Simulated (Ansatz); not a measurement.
Relaxation of AlFH4Si (7 atoms, charge 0, multiplicity 1), to a largest force component of 0.015 eV/Å in at most 40 steps.

Method: RKS PBE0/def2-SVP (Ansatz).

```xyz
7
Properties=species:S:1:pos:R:3
F -2.207 -0.114 0.222
Si -0.788 -0.256 -0.595
Al 0.957 0.078 0.913
H -0.626 -1.597 -1.163
H -0.689 0.730 -1.695
H 0.930 1.398 1.842
H 2.484 -0.307 0.432
```

Question: Where does it end, and by what steps?

Answer: The run converged. The force dipped under the threshold on the way, but the program's further checks kept it going. After 13 steps the energy has fallen by 0.388 eV; H6 moved furthest, 0.61 Å.

```csv
step,energy less start (eV),largest force component (eV/Å),accepted
0,0.0000,1.841,yes
1,-0.3256,0.448,yes
2,-0.3682,0.158,yes
3,-0.3784,0.103,yes
4,-0.3831,0.058,yes
5,-0.3820,0.346,no
6,-0.3843,0.023,yes
7,-0.3860,0.052,yes
8,-0.3865,0.094,yes
9,-0.3872,0.079,yes
10,-0.3879,0.039,yes
11,-0.3883,0.013,yes
12,-0.3884,0.008,yes
13,-0.3884,0.008,yes
```

```xyz
7
Properties=species:S:1:pos:R:3
F -2.185 0.163 0.091
Si -0.779 -0.249 -0.642
Al 1.117 0.302 0.833
H -0.852 -1.710 -0.969
H -0.723 0.479 -1.952
H 0.887 0.964 2.261
H 2.596 -0.017 0.332
```

Whether the end is a true minimum wasn't checked by a vibrational analysis.

Time of the run: 53 s on 1 thread of Intel(R) Xeon(R) Processor @ 2.50GHz (Skylake/Cascade Lake), with other jobs on the host, peak memory 0.15 GiB.
